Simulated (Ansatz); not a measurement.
# Relative stability

Two relaxed structures of C2H5O (charge -1), closed shell (PBE0-D4/def2-TZVPD; forces vanish, vibrations not checked).

A:

C1  (-0.300, 0.742, -0.336)
C2  (0.080, -0.721, -0.263)
O3  (0.732, -0.926, 1.061)
H4  (-0.971, 0.901, -1.194)
H5  (0.568, 1.400, -0.488)
H6  (-0.826, 1.139, 0.572)
H7  (-0.875, -1.275, -0.176)
H8  (1.592, -1.260, 0.824)
(Å)

B:

```
atom    x (Å)    y (Å)    z (Å)
  C1  -0.2369   0.6748  -0.1192
  C2  -0.0305  -0.7806  -0.2031
  O3   1.1073  -1.2353   0.6302
  H4  -0.0372   1.2405  -1.0325
  H5   0.2084  -1.1336  -1.2206
  H6  -1.1580   1.0009   0.3697
  H7  -0.8923  -1.3692   0.1543
  H8   1.3635  -0.3668   0.9830
```

Ansatz 0.2.0; basis: def2-TZVPPD; cores frozen in the correlated methods. B3LYP uses VWN-RPA correlation.

Task: Which structure is lower at CCSD(T), and by how much? (To be estimated.)

Result: The calculation gives: B, by 13.37 kcal/mol (electronic energy, against the other). By their contacts, A is C₂H₅O ([CH3][CH][OH]), total charge -1 and B is C₂H₅O ([CH2][CH2][OH]), total charge -1.

All methods give the same order:

```tsv
method	E(B) − E(A) (kcal/mol)
PBE-D4	-14.44
r2SCAN-D4	-13.83
PBE0-D4	-14.24
B3LYP-D4	-13.59
wB97M-V	-13.28
HF	-10.71
MP2	-14.88
CCSD	-12.81
CCSD(T)	-13.37
```

The T1 diagnostic stays at or below 0.017. The highest PBE0 orbital of the anion lies well above zero, so the extra electron may be unbound in the gas phase.

Labels in which every atom is bracketed show which atoms are joined, not bond orders.

For scale, one of the runs: CCSD(T)/def2-TZVPPD, 199 basis functions, launched by `ansatz run in.yaml --threads 2 --pin off --events-out ev --progress --plain --max-ram 4352MiB`. Hardware: 2 CPU threads of an Arm Neoverse V2, shared host. Wall time 64 s; peak host memory 2.5 GiB.
